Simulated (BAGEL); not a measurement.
# CASPT2(12,10)/6-31G(d) (density fitting with qzvpp-jkfit, spherical functions) run of SiH2S (SMILES [SiH]S)

What is the energy change on altering one bond length of SiH2S at CASPT2(12,10)/6-31G* (density fitting with qzvpp-jkfit, spherical functions)? 

The results are computed with BAGEL 1.2.2.

2 further runs of the same task are left out: 2 set aside as unsound or not needed.

## 1. The system as given

The species is SiH2S (4 atoms), meant as a singlet with charge 0. As SMILES, `[SiH]S`. Geometry: relaxed at PBE0-D4/def2-TZVP.

Bond lengths: Si1–S2 2.115 Å, Si1–H3 1.525 Å, S2–H4 1.346 Å. Angles: Si1–S2–H4 97.5°, S2–Si1–H3 89.3°.

## 2. A single-point energy at CASPT2(12,10)/6-31G(d) (density fitting with qzvpp-jkfit, spherical functions)

The input, calc.json:

```json
{ "bagel": [

{
  "title": "molecule",
  "basis": "6-31gs.json",
  "df_basis": "qzvpp-jkfit",
  "angstrom": "true",
  "geometry": [
    { "atom": "Si", "xyz": [   -0.262800,   -1.074400,    0.161100 ] },
    { "atom": "S", "xyz": [    0.190500,    0.958800,   -0.206600 ] },
    { "atom": "H", "xyz": [    1.017500,   -1.190800,    0.981400 ] },
    { "atom": "H", "xyz": [   -0.889700,    1.246000,   -0.956200 ] }
  ]
},
{ "title": "hf", "charge": 0 },
{ "title": "casscf", "nstate": 1, "nact": 10, "nclosed": 10, "charge": 0, "maxiter": 200, "natocc": "true" },
{ "title": "print", "file": "orbitals.molden", "orbitals": "true" },
{ "title": "smith", "method": "caspt2", "ms": "true", "xms": "true", "sssr": "true", "shift": 0.0, "ncore": 10 }

]}
```

The basis set 6-31G* is read from a file made from the Basis Set Exchange's data (not shown).

Launch:

```sh
BAGEL_NUM_THREADS=1 BAGEL calc.json > calc.out
```

Output:

```text
* using 1 threads per process

  ===============================================================
  ===============================================================

  *** Geometry ***

  { "atom" : "Si", "xyz" : [     -0.496620,     -2.030322,      0.304435 ] },
  { "atom" : "S", "xyz" : [      0.359993,      1.811869,     -0.390417 ] },
  { "atom" : "H", "xyz" : [      1.922796,     -2.250286,      1.854577 ] },
  { "atom" : "H", "xyz" : [     -1.681289,      2.354599,     -1.806956 ] },

  Number of auxiliary basis functions:      292

  Since a DF basis is specified, we compute 2- and 3-index integrals:
    o Being stored without compression. Storage requirement is 0.004 GB

  Number of basis functions:       40
  Number of electrons      :       32

    * METHOD: MOLECULE                             0.05

  *** RHF ***

  === Nuclear Repulsion ===
    73.3930779373

[... 8 lines left out ...]
    * SCF iteration converged.
[... 1 line left out ...]
    * Permanent dipole moment:
[... 22 lines left out ...]
    * Second-order optimization converged. *
[... 11 lines left out ...]
     * ci vector, state   0, <S^2> = -0.0000
[... 4 lines left out ...]
    * METHOD: CASSCF                              27.62

    * METHOD: PRINT                                0.00

  === SMITH program ===

    * freezing 10 orbitals

    * Approximate memory requirement for SMITH calulation per MPI process:
      o Storage requirement for T-amplitude, lambda, and residual is 0.00 GB
      o Storage requirement for MO integrals is 0.00 GB
    * Calculating and saving rdm4f

    * Zeroth order energy : state  0       -6.6196349245

    * CASPT2 iteration is performed using redundant basis

      ---- iteration ----

        0    -0.13564921     0.00895772      0.20
        1    -0.13695282     0.00096912      0.20
        2    -0.13698207     0.00015615      0.20
        3    -0.13698265     0.00002226      0.20
        4    -0.13698267     0.00000442      0.20
        5    -0.13698267     0.00000065      0.19

      -------------------

    * CASPT2 energy : state  0     -687.7727569968
        reference weight              0.9418441059

    * METHOD: SMITH                               13.08

  ===============================================================
```

Wall time 41 s (1 thread of Arm Neoverse V2, shared host); peak memory 5.1 GiB.

## 3. The distorted shape, same level

The input, input.json:

```json
{ "bagel" : [

{
  "title" : "molecule",
  "basis" : "6-31gs.json",
  "df_basis" : "qzvpp-jkfit",
  "angstrom" : true,
  "geometry" : [
    { "atom" : "Si", "xyz" : [   -0.330791,   -1.379361,    0.216252 ] },
    { "atom" : "S", "xyz" : [    0.190500,    0.958800,   -0.206600 ] },
    { "atom" : "H", "xyz" : [    0.949509,   -1.495761,    1.036552 ] },
    { "atom" : "H", "xyz" : [   -0.889700,    1.246000,   -0.956200 ] }
  ]
},
{ "title" : "hf" },
{ "title" : "casscf", "nstate" : 1, "nact" : 10, "nclosed" : 10, "maxiter" : 200, "natocc" : true },
{ "title" : "print", "file" : "orbitals.molden", "orbitals" : true },
{ "title" : "smith", "method" : "caspt2", "ms" : true, "xms" : true, "sssr" : true, "shift" : 0.0, "ncore" : 10 }

]}
```

The basis set 6-31G* is read from a file made from the Basis Set Exchange's data (not shown).

Launch:

```sh
BAGEL_NUM_THREADS=1 BAGEL input.json > input.out
```

Output:

```text
* using 1 threads per process

  ===============================================================
  ===============================================================

  *** Geometry ***

  { "atom" : "Si", "xyz" : [     -0.625104,     -2.606615,      0.408657 ] },
  { "atom" : "S", "xyz" : [      0.359993,      1.811869,     -0.390417 ] },
  { "atom" : "H", "xyz" : [      1.794312,     -2.826579,      1.958799 ] },
  { "atom" : "H", "xyz" : [     -1.681289,      2.354599,     -1.806956 ] },

  Number of auxiliary basis functions:      292

  Since a DF basis is specified, we compute 2- and 3-index integrals:
    o Being stored without compression. Storage requirement is 0.004 GB

  Number of basis functions:       40
  Number of electrons      :       32

    * METHOD: MOLECULE                             0.05

  *** RHF ***

  === Nuclear Repulsion ===
    65.5102136029

[... 8 lines left out ...]
    * SCF iteration converged.
[... 1 line left out ...]
    * Permanent dipole moment:
[... 22 lines left out ...]
    * Second-order optimization converged. *
[... 11 lines left out ...]
     * ci vector, state   0, <S^2> = -0.0000
[... 7 lines left out ...]
    * METHOD: CASSCF                              24.28

    * METHOD: PRINT                                0.00

  === SMITH program ===

    * freezing 10 orbitals

    * Approximate memory requirement for SMITH calulation per MPI process:
      o Storage requirement for T-amplitude, lambda, and residual is 0.00 GB
      o Storage requirement for MO integrals is 0.00 GB
    * Calculating and saving rdm4f

    * Zeroth order energy : state  0       -6.3938279643

    * CASPT2 iteration is performed using redundant basis

      ---- iteration ----

        0    -0.13204424     0.00843402      0.18
        1    -0.13321740     0.00089937      0.18
        2    -0.13324252     0.00013932      0.18
        3    -0.13324294     0.00001844      0.19
        4    -0.13324296     0.00000346      0.18
        5    -0.13324296     0.00000047      0.18

      -------------------

    * CASPT2 energy : state  0     -687.7562525682
        reference weight              0.9426613801

    * METHOD: SMITH                               12.59

  ===============================================================
```

It took 38 s on 1 thread of Arm Neoverse V2, shared host; peak memory 5.1 GiB.

## 4. Outcome

Level: CASPT2(12,10)/6-31G* (density fitting with qzvpp-jkfit, spherical functions), 10 core orbitals frozen.

| quantity | value |
| --- | --- |
| first shape: total energy | -687.77276 Eh |
| distorted shape: total energy | -687.75625 Eh |
| energy change with the Si1–S2 bond stretched from 2.115 to 2.433 Å | 0.449 eV |

In words: With the Si1–S2 bond stretched from 2.115 to 2.433 Å the energy rises by 0.45 eV (43.3 kJ/mol). The first shape isn't relaxed at this level, so the change isn't measured from a minimum.
